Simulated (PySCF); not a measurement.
# C5H10O: the cost of one run

Programs: PySCF 2.14.0, with density-fitted response routines of our own. Each step states its level of theory. These are calculated values for one molecule, in the gas phase or a continuum, unless marked as measured. Atoms are numbered from 0 throughout.

**1. The molecule as given**

16 atoms, charge 0, multiplicity 1; geometry from: GFN2-xTB. The atoms were then displaced at random by about 0.01 Å, so the start is not that level's minimum.

Bonds of the start (Å): C0–C1 1.31, C1–C2 1.49, C2–O3 1.46, O3–C4 1.39, C4–C5 1.53, C0–H6 1.06, C0–H7 1.09, C1–H8 1.10, C2–H9 1.10, C2–H10 1.09, C4–H11 1.09, C4–H12 1.09, C5–H13 1.08, C5–H14 1.09, C5–H15 1.09.

**2. Geometry optimisation at PBE0-D3(BJ)/def2-TZVP**

The job: settings as JSON, then the geometry in Å.

```
{"job": {"xc": "PBE0", "basis": "def2-TZVP", "d3": "d3bj", "grid": 2, "shake": 0.01, "kind": "geom"}, "charge": 0, "multiplicity": 1}
C     -3.110550     0.113740     0.538740
C     -1.952950     0.642890     0.250120
C     -0.863780    -0.106290    -0.431760
O      0.415900     0.247970     0.171150
C      1.490770    -0.385120    -0.434280
C      2.747830     0.060790     0.307630
H     -3.373170    -0.883390     0.296610
H     -3.885870     0.728960     1.002090
H     -1.699610     1.674140     0.520020
H     -1.013830    -1.193100    -0.343670
H     -0.830830     0.159310    -1.487930
H      1.558940    -0.095080    -1.481550
H      1.353270    -1.463890    -0.383180
H      2.840460     1.138580     0.262460
H      3.618570    -0.423730    -0.138650
H      2.685790    -0.218140     1.362930
```

The run is started by

```bash
> OMP_NUM_THREADS=1 python probes_run.py task.json out
```

This one command runs all jobs of the session in turn.

**Question.** How long does this first job take on 1 thread of Intel Xeon Platinum 8488C, shared host, and how much memory does it need?

About 3.2 min, with a peak of 1.2 GiB.
